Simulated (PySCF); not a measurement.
C4H8ClF.
Numbering: `[CH3:1][C@H:2]([F:3])[CH2:4][CH2:5][Cl:6]` (hydrogens: H7, H8, H9 on C1; H10 on C2; H11, H12 on C4; H13, H14 on C5)

Vertical excitations from PySCF (density fitting, frozen core in the response, grid level 2 and gas phase unless stated; continuum runs use non-equilibrium linear response for the excitations) on a GFN2-xTB geometry. Reference run:

```tsv
settings	S1, eV (f)	S2, eV (f)	S3, eV (f)	S4, eV (f)	S5, eV (f)	S6, eV (f)	T1, eV (Tamm–Dancoff)	mean α (au)
PBE0/def2-SVPD, full TDDFT, 6 singlets	7.40 (0.003)	7.50 (0.004)	8.08 (0.018)	8.20 (0.041)	8.58 (0.009)	8.70 (0.009)	6.70	64.5
```

Task: What do these settings give: (1) PBE0/def2-SVPD, IEF-PCM dichloromethane, full TDDFT, 6 singlets; (2) HCTH407/aug-cc-pVDZ, damping 0.2 at the start, DIIS from the seventh cycle, full TDDFT, 1 singlet; (3) KT2/STO-3G, energy threshold 1e-11 Eh, full TDDFT, 25 singlets?

Result: 
```json
{"settings": "PBE0/def2-SVPD, IEF-PCM dichloromethane, full TDDFT, 6 singlets", "S1, eV (f)": "7.46 (0.005)", "S2, eV (f)": "7.57 (0.008)", "S3, eV (f)": "8.17 (0.031)", "S4, eV (f)": "8.30 (0.059)", "S5, eV (f)": "8.75 (0.020)", "S6, eV (f)": "8.87 (0.012)", "T1, eV (Tamm–Dancoff)": "6.81", "mean α (au)": "81.8"}
{"settings": "HCTH407/aug-cc-pVDZ, damping 0.2 at the start, DIIS from the seventh cycle, full TDDFT, 1 singlet", "S1, eV (f)": "6.50 (0.003)", "S2, eV (f)": "–", "S3, eV (f)": "–", "S4, eV (f)": "–", "S5, eV (f)": "–", "S6, eV (f)": "–", "T1, eV (Tamm–Dancoff)": "–", "mean α (au)": "67.3"}
{"settings": "KT2/STO-3G, energy threshold 1e-11 Eh, full TDDFT, 25 singlets", "S1, eV (f)": "6.57 (0.001)", "S2, eV (f)": "6.66 (0.003)", "S3, eV (f)": "8.78 (0.006)", "S4, eV (f)": "8.81 (0.004)", "S5, eV (f)": "10.45 (0.003)", "S6, eV (f)": "10.54 (0.006)", "T1, eV (Tamm–Dancoff)": "6.55", "mean α (au)": "26.4"}
```

(1) S1 moves by +0.06 eV. (2) S1 moves by -0.90 eV; functional and basis change together, so the shift can't be laid on one. (3) S1 moves by -0.83 eV; functional and basis change together, so the shift can't be laid on one. States are counted by energy in each run and needn't keep their character from row to row.

KT2 was designed for NMR shieldings or shifts; total energies of different functionals aren't comparable.

Task: Which orbital pairs make up S1 in each run, and how does it sit against the orbital gap?

Result: 
```
                                                                                         settings  S1 configurations (weight)  S1 (eV)  orbital gap (eV)  S1 − gap (eV)
                                                           PBE0/def2-SVPD, full TDDFT, 6 singlets                    H→L 0.87     7.40              9.03          -1.63
                                  PBE0/def2-SVPD, IEF-PCM dichloromethane, full TDDFT, 6 singlets                    H→L 0.92     7.46              9.10          -1.64
HCTH407/aug-cc-pVDZ, damping 0.2 at the start, DIIS from the seventh cycle, full TDDFT, 1 singlet                    H→L 0.92     6.50              6.47          +0.03
                                   KT2/STO-3G, energy threshold 1e-11 Eh, full TDDFT, 25 singlets                    H→L 0.99     6.57              6.56          +0.01
```

The structure is a single GFN2-xTB conformer; no vibrational corrections.

Shape of the structure used: `[CH3:1][C@H:2]([F:3])[CH2:4][CH2:5][Cl:6]`: C1–C2–C4–C5 -174°, C2–C4–C5–Cl6 69°.
